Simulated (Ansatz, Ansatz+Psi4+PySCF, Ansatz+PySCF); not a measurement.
```xyz
10

C     0.0054    0.5394    0.0000
C     0.0054   -0.2041    1.2916
C     0.0054   -0.2041   -1.2916
H    -0.3317    1.5709    0.0000
H     0.2126    0.4548    2.1385
H     0.2126    0.4548   -2.1385
H    -0.9199   -0.6670    1.4759
H     0.7584   -0.9997    1.2862
H     0.7584   -0.9997   -1.2862
H    -0.9199   -0.6670   -1.4759
```

Basis set: cc-pVTZ (spherical functions). Frozen core: 3 orbitals. Correlation on ROHF uses semicanonical orbitals with singles. Charge 0, multiplicity 2.

Computed with Ansatz (development build ahead of 0.2.0); each method stands on the lowest determinant of its kind that the runs found.

Q: Give the atomization energy at this shape (free ground-state atoms in the same class of orbitals less the molecule, no zero-point energy) of doublet C₃H₇ by ROHF-MP2, UHF-MP2, ROHF, UHF.

A:

```json
{"method": "ROHF-MP2", "atomization energy": "3697.4 kJ/mol"}
{"method": "UHF-MP2", "atomization energy": "3694.6 kJ/mol"}
{"method": "ROHF", "atomization energy": "2924.5 kJ/mol"}
{"method": "UHF", "atomization energy": "2898.8 kJ/mol"}
```
